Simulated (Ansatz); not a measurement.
A nudged elastic band was laid between two geometries of AlClH$_{2}$ (4 atoms, charge 0, multiplicity 1).

These are results of Ansatz, RKS revPBE-D4/def2-SVP, not measurements.

| Quantity | Value |
| --- | --- |
| movable images | 5 |
| climbing image | yes |
| spring | 5.0 eV/Å² |
| optimiser | quadratic models (default) |
| start path | through a guess of the saddle point |
| force threshold | 0.05 eV/Å |
| iteration limit | 60 |
| end points | relaxed |

Image 0:

```xyz
4
Properties=species:S:1:pos:R:3
Al 0.458 0.000 0.118
Cl 0.822 0.000 2.214
H 1.726 0.000 -0.845
H -1.060 0.000 -0.362
```

Image 6:

```xyz
4
Properties=species:S:1:pos:R:3
Al 0.074 0.000 -0.917
Cl 1.503 0.000 1.822
H 1.846 0.000 0.526
H -1.476 0.000 -0.307
```

Which bonds break or form, and what moves?

Bonds broken: Al1–Cl2, Al1–H3. Bonds formed: Cl2–H3. AlClH2 becomes AlH + ClH.

Give the energies along the band, and the barrier.

The run converged. The highest image is number 5 of 0 to 6, 2.77 eV above the first end and 0.11 eV above the last; the last end lies 2.65 eV above the first. A vibrational analysis at the climbing image gives one clearly imaginary mode, 614i cm⁻¹: a first-order saddle point. The orbitals stay closed-shell, which can raise the energy where a bond breaks towards radicals; this wasn't checked here.

| image | path coordinate (Å) | energy (eV) | Al1–Cl2 (Å) | Al1–H3 (Å) | Cl2–H3 (Å) |
| --- | --- | --- | --- | --- | --- |
| 0 | 0.00 | 0.00 | 2.13 | 1.59 | 3.19 |
| 1 | 0.32 | 0.16 | 2.12 | 1.58 | 2.86 |
| 2 | 0.64 | 0.69 | 2.15 | 1.57 | 2.51 |
| 3 | 0.96 | 1.59 | 2.25 | 1.57 | 2.18 |
| 4 | 1.28 | 2.45 | 2.43 | 1.63 | 1.88 |
| 5 | 1.60 | 2.77 | 2.63 | 1.78 | 1.59 |
| 6 | 2.10 | 2.65 | 3.09 | 2.29 | 1.34 |

What is the geometry of the highest image?


```xyz
4
Properties=species:S:1:pos:R:3
Al 0.235 0.000 -0.641
Cl 1.297 0.000 1.770
H 1.771 0.000 0.256
H -1.355 0.000 -0.261
```

What are the harmonic wavenumbers there?

614i, 302, 448, 579, 1319, 1744 cm⁻¹.

Run time: 36 s on 1 thread of Arm Neoverse V1 (shared host), peak memory 0.092 GiB.
